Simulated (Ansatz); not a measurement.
Relaxing CuSb3

All numbers below come from DFT PBE, scalar-relativistic, plane waves, PAW (Ansatz 0.2.0). Cutoff 420 eV, Γ-centred k mesh, Gaussian smearing, no spin polarisation in the final step.

CuSb3 was placed on the Cu3Au (L1_2) structure type (Pm-3m, No. 221), with Cu in place of Au, Sb in place of Cu, at a guessed volume.

```
CELL_PARAMETERS angstrom
4.54996 0.00000 0.00000
0.00000 4.54996 0.00000
0.00000 0.00000 4.54996
ATOMIC_POSITIONS crystal
Cu 0.00000 0.00000 0.00000
Sb 0.00000 0.50000 0.50000
Sb 0.50000 0.00000 0.50000
Sb 0.50000 0.50000 0.00000
```

Cell and atoms relax at zero pressure; the relaxation can't lower the symmetry of the start.

The zero of energy is the elements' standard structures at the same level; no fitted shifts are applied.

**Question.** Which crystal results?

**Answer.** It keeps Pm-3m (No. 221). The result has the Cu3Au (L1_2) structure. Conventional cell: a = 4.593 Å. Cu is coordinated by 12 Sb at 3.25 Å; Sb has 4 Cu at 3.25 Å and 8 Sb at 3.25 Å.

Space group Pm-3m (No. 221). a = 4.593 Å, b = 4.593 Å, c = 4.593 Å, α = 90.00°, β = 90.00°, γ = 90.00°
```csv
atom,site,symmetry,x,y,z
Cu,1a,m-3m,0.0000,0.0000,0.0000
Sb,3c,4/mm.m,0.0000,0.5000,0.5000
```

**Question.** What are its volume, energy, density and gap?

**Answer.** The volume per atom is 24.22 Å³ and the density is 7.35 g/cm³. The energy over the elements is 0.42 eV/atom. The gap on the 10×10×10 mesh is 0 eV (a metal).

The final run used a 10×10×10 mesh on its 4-atom cell and 0.10 eV smearing. The k mesh leaves about 4 meV/atom of noise in metals. Spin–orbit coupling is left out. A structure relaxed within its symmetry needn't be a true minimum.

Cost: 2 runs of about 0.87 core-minutes in all, on Arm Neoverse V1 (shared hosts).